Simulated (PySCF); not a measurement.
# Structure elucidation problem

The spectra below were simulated for a compound C3H6O.

1H NMR (300 MHz, computed): δ 2.71 (m, 1H), 2.53 (m, 1H), 2.14 (m, 1H), 1.20 (d, 3H).

13C{1H} NMR (computed): δ 50.6, 50.0, 20.6.

PySCF 2.14.0 with density-fitted response routines calculation with PBE0/pcSseg-2 with gauge-including orbitals and geometry: PBE0-D3(BJ)/def2-TZVP; single conformer, one averaged value for each set of equivalent atoms, non-relativistic, gas phase.

Referencing at the same level of theory: TMS for 1H (31.52 ppm), 13C (186.03 ppm).

Question: Deduce the structure.

Answer: 
- Rings plus π bonds: 1 (1 ring in the answer).
- 3 carbon signals for 3 carbons: no two carbons are equivalent.
- Carbon types of the structure: 1 × CH, 1 × CH2, 1 × CH3, which accounts for all hydrogens.
- δC 50.6, 50.0: epoxide ring carbon; pulled downfield by the heteroatom.
- δC 20.6: methyl carbon; saturated and bonded to C and H only.
- δH 2.71, 2.53, 2.14: hydrogen on an epoxide ring carbon; its carbon carries O, hence the downfield position.
- δH 1.20: hydrogen on a methyl carbon.

Structure: Propylene oxide (SMILES [C@@H]1(C)CO1).

Shifts are as computed. Against solution values, carbons near 30 ppm lie about +3 ppm off and those near 130 ppm about +9 ppm. Of 1211 compounds with measured shifts, 218 miss one by over three times the rms of a fit or turn the order of signals round; such compounds aren't used in these exercises. No couplings were computed; multiplicities are counted from neighbouring protons, with m where these are inequivalent, close in shift, in a saturated or five-membered ring or joined by F or P, and br s for small geminal =CH2 splittings.
